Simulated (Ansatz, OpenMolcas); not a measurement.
**SiO (SMILES O=[Si]): the energy, rung by rung**

SiO: 2 atoms, total charge 0, spin state singlet. SMILES: `O=[Si]`. The shape is that of a PBE0-D4/def2-TZVP optimisation.

```xyz
2

O    -0.6407    0.2315   -0.3240
Si    0.6407   -0.2315    0.3240
```

Each level gives the energy change with the O1–Si2 bond stretched from 1.509 to 3.772 Å (eV). The values are calculated.

```csv
level,kind,program,value (eV),less FCI/STO-3G
PBE/STO-3G (restricted),GGA,Ansatz,11.32,+4.20
r2SCAN/STO-3G (restricted),meta-GGA,Ansatz,12.16,+5.04
r2SCAN0/STO-3G (restricted),hybrid meta-GGA,Ansatz,12.87,+5.75
HSE06/STO-3G (restricted),range-separated hybrid,Ansatz,12.78,+5.66
wB97M-V/STO-3G (restricted),range-separated hybrid,Ansatz,12.66,+5.54
B2PLYP/STO-3G (restricted),double hybrid,OpenMolcas,-0.22,-7.34
RPA@PBE/STO-3G (restricted),RPA,Ansatz,6.42,-0.70
MP2/STO-3G (restricted),perturbation theory,OpenMolcas,-11.32,-18.44
CCSD(T)/STO-3G (unrestricted),coupled cluster or CI,Ansatz,7.13,+0.01
FCI/STO-3G,exact in the basis,Ansatz,7.12,0.00
```

FCI/STO-3G is exact within its basis and frozen core, so for wave-function methods in that basis the difference is their error; functionals converge differently with the basis, so for them it is only a difference. The first shape isn't each level's own minimum. The values span -11.32 to 12.87 eV. Spin contamination of the reference (⟨S²⟩ at least 0.1 too high) touches CCSD(T)/STO-3G. All rows use very small basis sets, so even the best lies far from the true value.
